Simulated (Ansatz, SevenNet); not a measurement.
For rock-salt PbS, the machine-learned potential SevenNet-0 (trained on PBE and PBE+U data) gives:

| Quantity | Value |
|---|---|
| lattice constant a | 6.010 Å |
| bulk modulus B0 | 49.6 GPa |

Task: What does PBE0 (Ansatz, a program for electronic structure, PAW) give for the same quantities?

Result: 
- lattice constant a: 5.970 Å (decreases by 0.7 %)
- bulk modulus: 57.9 GPa (grows by 17 %)

For comparison: lattice constant a 5.914 Å (measured, 120 K, not corrected to a static lattice; as tabulated in Noda, Masumoto, Ohba, Saito, Toriumi, Iwata, Shibuya, Acta Cryst. C 43, 1443 …); bulk modulus 60 GPa (measured, 300 K, no zero-point or thermal correction, K' fixed at 4.2, sources range from 52.9 to 62.8; as tabulated in PbS at high pressure, J. Appl. Phys. 113 (4), abstract).

Changes are worked out from the printed values.

Unless a cell is named, each level is at its own relaxed cell (SevenNet-0 27.14, PBE0 26.60 Å³/atom).

Levels without +SOC leave out spin–orbit coupling, which shifts energies and cells of such heavy elements.

Ansatz's density-functional and Hartree–Fock values are scalar-relativistic unless marked +SOC, with PAW data made under PBE.
